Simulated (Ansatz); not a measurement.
**Cl–AlH–Ga, triplet: the ladder up to UCCSDT(Q)**

Geometry: displaced at random from a stationary point.

```xyz
4

Cl    0.0797   -0.4426    2.3836
Al   -0.0852    0.9176    0.7762
Ga   -0.0086   -0.1647   -1.5266
H     0.0745    2.3993    0.9823
```

Basis cc-pVDZ; Ansatz 0.2.0. Only valence electrons are correlated (noble-gas cores and the filled d shells of p-block atoms frozen), which leaves 14 electrons in 44 orbitals. Prefix R: restricted or restricted open-shell reference; prefix U: unrestricted. No spin–orbit coupling is included, and no scalar relativity.

Full CI isn't at hand for all of this; UCCSDT(Q) serves as the reference, and is uncertain by the last step of the cluster series or more.

- UHF ⟨S²⟩: 2.020
- T1 diagnostic (RCCSD): 0.0244
- largest doubles amplitude (RCCSD): 0.068
- T1 diagnostic (UCCSD): 0.0186

Task: From what is known of these methods and the diagnostics, rank them by the size of their error in total energy against UCCSDT(Q) in cc-pVDZ, smallest first (an estimate: the text doesn't fix the numbers).
A. UCCSD
B. UHF
C. UCCSDT
D. UMP2
E. UCCSD(T)

Result: C (14 meV), E (47 meV), A (218 meV), D (1183 meV), B (7190 meV).

All errors are against UCCSDT(Q) in cc-pVDZ. Within each family the higher level lies nearer, as is usual though not guaranteed.
